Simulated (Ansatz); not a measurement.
Input file:

```yaml
crystal:
  periodic: [false, false, false]
  atoms:
    - {symbol: Sb, position_ang: [0.000000, 0.000000, 0.000000]}
    - {symbol: H, position_ang: [0.355943, 1.293855, 1.306929]}
    - {symbol: H, position_ang: [-0.534985, -1.277587, 1.261103]}
    - {symbol: H, position_ang: [-0.346643, 1.280398, -1.322588]}
    - {symbol: H, position_ang: [0.525685, -1.296666, -1.245444]}
basis:
  gaussian: {orbitals: def2-SVPD, point_charges: [{charge: -0.50, position_ang: [3.388, 0.307, -0.055]}]}
total_charge: -1
magnetization: {spin_polarized: false}
correlation: {method: ccsd_t, electrons: outside_noble_gas}
output: {forces: true}
```

```sh
$ ansatz run in.yaml --threads 1 --pin off --events-out ev --progress --plain --max-ram 2393MiB
```

Output:

```
731 factors; integrals over basis functions are off by at most 3.7e-4 eV
mean field evaluation 1: about -6565.8376 eV, gradient 1.5e1 eV
mean field evaluation 2: about -6565.8415 eV, gradient 1.5e1 eV
mean field evaluation 4: about -6566.7495 eV, gradient 1.1e0 eV
mean field evaluation 8: about -6566.7776 eV, gradient 2.5e-1 eV
mean field evaluation 16: about -6566.6512 eV, gradient 5.6e0 eV
mean field evaluation 32: about -6565.4294 eV, gradient 4.3e-1 eV
mean field -6566.78322973 eV, -241.3248325670 hartree, gradient 1.9e-6 eV, S^2 0.000000; 2 other end points of the search recorded, 0 dependent functions left out; unrestricted orbitals would lower it
determinant -6566.78322973 eV, -241.3248325670 hartree, with singles and doubles -6572.30706036 eV, -241.5278295984 hartree
determinant -6565.36201890 eV, -241.2726040323 hartree, with singles and doubles -6571.07050674 eV, -241.4823870911 hartree
9 core orbitals not correlated: weight in the atoms' cores, before any rotation towards them, 1.000 or more for the frozen orbitals, at most 0.000 for the correlated occupied ones
reference -6566.78322973 eV, -241.3248325670 hartree; 5, 5 occupied and 50, 50 virtual orbitals, 731 factors
second order -4.41441086 eV of doubles, -0.00000000 eV of singles
cycle   1  -5.47425264 eV  change   -1.6e-1 eV  update   2.0e-2
cycle   2  -5.47951133 eV  change   -5.3e-3 eV  update   6.2e-3
cycle   3  -5.48094269 eV  change   -1.4e-3 eV  update   3.4e-3
cycle   4  -5.48147060 eV  change   -5.3e-4 eV  update   2.5e-3
cycle   5  -5.48122233 eV  change    2.5e-4 eV  update   1.9e-3
cycle   6  -5.48161660 eV  change   -3.9e-4 eV  update   9.2e-4
cycle   7  -5.48191631 eV  change   -3.0e-4 eV  update   3.1e-4
cycle   8  -5.48198286 eV  change   -6.7e-5 eV  update   1.2e-4
cycle   9  -5.48201084 eV  change   -2.8e-5 eV  update   5.4e-5
cycle  10  -5.48203664 eV  change   -2.6e-5 eV  update   2.5e-5
cycle  11  -5.48204813 eV  change   -1.1e-5 eV  update   1.2e-5
cycle  12  -5.48205301 eV  change   -4.9e-6 eV  update   4.9e-6
cycle  13  -5.48205358 eV  change   -5.7e-7 eV  update   1.5e-6
cycle  14  -5.48205368 eV  change   -1.0e-7 eV  update   4.7e-7
perturbative correction -0.22383887 eV, -0.0082259268 hartree
the calculation of the forces begins
mean field evaluation 64: about -6566.7777 eV, gradient 7.4e-2 eV
Total energy: -6572.48912228 eV, -241.5345202508 hartree
Atom 0 at     0.000000     0.000000     0.000000 Å, force    -0.642632    -0.020913    -0.016708 eV/Å
Atom 1 at     0.355943     1.293855     1.306929 Å, force    -0.645682    -0.552866    -0.584140 eV/Å
Atom 2 at    -0.534985    -1.277587     1.261103 Å, force     0.844978     0.404941    -0.356135 eV/Å
Atom 3 at    -0.346643     1.280398    -1.322588 Å, force     0.787285    -0.411459     0.468579 eV/Å
Atom 4 at     0.525685    -1.296666    -1.245444 Å, force    -0.716939     0.544323     0.496802 eV/Å
Dipole moment:     0.430957     0.036290    -0.004326 e Å
```

Forces (eV/Å):
```
Sb  -0.643 -0.021 -0.017
H   -0.646 -0.553 -0.584
H    0.845  0.405 -0.356
H    0.787 -0.411  0.469
H   -0.717  0.544  0.497
```

Ran on 1 thread of Arm Neoverse V1, shared host: 4.6 s wall, 0.19 GiB peak host memory.
